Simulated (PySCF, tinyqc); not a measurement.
RHF in the sto-3g basis, for OH-, spin multiplicity 1, step by step. The basis has no diffuse functions, so it cannot describe the extra electron: this is an exercise in the method, not the real anion. The lowest restricted solution is unstable here: a spin-polarised one lies 0.0087 hartree lower (PySCF). One step of it, computed by the program tinyqc.

Question. Iteration 1: building the Fock matrix. J_ij = sum D_kl (ij|kl), K_ij = sum D_kl (ik|jl); F = H + J - 0.5 K; E = tr D H + tr D J / 2 - 0.25 tr D K + E_nn.

D at the start:
```
,1O 1s,1O 2s,1O 2px,1O 2py,1O 2pz,2H 1s
1O 1s,2.070451,-0.441874,-0.168991,-0.069224,-0.141630,0.273081
1O 2s,-0.441874,2.076954,0.232223,0.095125,0.234294,-0.630457
1O 2px,-0.168991,0.232223,1.425363,-0.235389,-0.452531,0.741604
1O 2py,-0.069224,0.095125,-0.235389,1.903578,-0.185370,0.303783
1O 2pz,-0.141630,0.234294,-0.452531,-0.185370,1.694380,0.257542
2H 1s,0.273081,-0.630457,0.741604,0.303783,0.257542,1.143098
```

core Hamiltonian H = T + V (hartree):
```
,1O 1s,1O 2s,1O 2px,1O 2py,1O 2pz,2H 1s
1O 1s,-31.936163,-7.427051,0.000000,0.000000,-0.005231,-0.351339
1O 2s,-7.427051,-8.564680,0.000000,0.000000,-0.065983,-0.966462
1O 2px,0.000000,0.000000,-6.761814,0.000000,0.000000,0.000000
1O 2py,0.000000,0.000000,0.000000,-6.761814,0.000000,0.000000
1O 2pz,-0.005231,-0.065983,0.000000,0.000000,-6.791155,-0.815687
2H 1s,-0.351339,-0.966462,0.000000,0.000000,-0.815687,-3.028468
```

Two-electron integrals (ij|kl) in chemists' order, unique and non-zero (hartree):
```
i,j,k,l,(ij|kl)
1,1,1,1,4.785065
2,1,1,1,0.741380
2,1,2,1,0.136873
2,2,1,1,1.118947
2,2,2,1,0.256633
2,2,2,2,0.817206
3,1,3,1,0.024477
3,2,3,1,0.037809
3,2,3,2,0.180518
3,3,1,1,1.115814
3,3,2,1,0.256684
3,3,2,2,0.817023
3,3,3,3,0.880159
4,1,4,1,0.024477
4,2,4,1,0.037809
4,2,4,2,0.180518
4,3,4,3,0.047444
4,4,1,1,1.115814
4,4,2,1,0.256684
4,4,2,2,0.817023
4,4,3,3,0.785270
4,4,4,4,0.880159
5,1,5,1,0.024477
5,2,5,1,0.037809
5,2,5,2,0.180518
5,3,5,3,0.047444
5,4,5,4,0.047444
5,5,1,1,1.115814
5,5,2,1,0.256684
5,5,2,2,0.817023
5,5,3,3,0.785270
5,5,4,4,0.785270
5,5,5,5,0.880159
6,1,1,1,0.035152
6,1,2,1,0.006441
6,1,2,2,0.012020
6,1,3,3,0.012003
6,1,4,4,0.012003
6,1,5,1,0.000270
6,1,5,2,0.000514
6,1,5,5,0.012056
6,1,6,1,0.000306
6,2,1,1,0.108195
6,2,2,1,0.025227
6,2,2,2,0.092179
6,2,3,3,0.090594
6,2,4,4,0.090594
6,2,5,1,0.001836
6,2,5,2,0.015722
6,2,5,5,0.095257
6,2,6,1,0.001210
6,2,6,2,0.014504
6,3,3,1,0.002340
6,3,3,2,0.014696
6,3,5,3,0.003079
6,3,6,3,0.001834
6,4,4,1,0.002340
6,4,4,2,0.014696
6,4,5,4,0.003079
6,4,6,4,0.001834
6,5,1,1,0.089959
6,5,2,1,0.021211
6,5,2,2,0.082910
6,5,3,3,0.079579
6,5,4,4,0.079579
6,5,5,1,0.003569
6,5,5,2,0.027006
6,5,5,5,0.089476
6,5,6,1,0.001047
6,5,6,2,0.015907
6,5,6,5,0.019090
6,6,1,1,0.320205
6,6,2,1,0.075775
6,6,2,2,0.318666
6,6,3,3,0.310039
6,6,4,4,0.310039
6,6,5,1,0.005126
6,6,5,2,0.062994
6,6,5,5,0.335759
6,6,6,1,0.003631
6,6,6,2,0.071637
6,6,6,5,0.090981
6,6,6,6,0.774606
```

nuclear repulsion = 2.56726361 hartree

Give: Coulomb J; exchange K; Fock matrix F; total energy of this density.

Answer.

Coulomb J (hartree):
```
,1O 1s,1O 2s,1O 2px,1O 2py,1O 2pz,2H 1s
1O 1s,17.476,3.306,0.013,0.005,0.016,0.156
1O 2s,3.306,8.189,0.093,0.038,0.140,0.935
1O 2px,0.013,0.093,8.148,-0.022,-0.038,0.006
1O 2py,0.005,0.038,-0.022,8.193,-0.016,0.002
1O 2pz,0.016,0.140,-0.038,-0.016,8.202,0.862
2H 1s,0.156,0.935,0.006,0.002,0.862,3.731
```

exchange K (hartree):
```
,1O 1s,1O 2s,1O 2px,1O 2py,1O 2pz,2H 1s
1O 1s,9.671,1.713,-0.114,-0.047,-0.076,0.126
1O 2s,1.713,2.583,0.260,0.106,0.186,0.216
1O 2px,-0.114,0.260,1.804,-0.196,-0.316,0.216
1O 2py,-0.047,0.106,-0.196,2.202,-0.129,0.088
1O 2pz,-0.076,0.186,-0.316,-0.129,2.077,0.368
2H 1s,0.126,0.216,0.216,0.088,0.368,0.919
```

Fock matrix F (hartree):
```
,1O 1s,1O 2s,1O 2px,1O 2py,1O 2pz,2H 1s
1O 1s,-19.295,-4.978,0.070,0.029,0.049,-0.258
1O 2s,-4.978,-1.667,-0.037,-0.015,-0.019,-0.139
1O 2px,0.070,-0.037,0.484,0.076,0.119,-0.102
1O 2py,0.029,-0.015,0.076,0.330,0.049,-0.042
1O 2pz,0.049,-0.019,0.119,0.049,0.372,-0.137
2H 1s,-0.258,-0.139,-0.102,-0.042,-0.137,0.243
```

total energy of this density = -73.17265 hartree
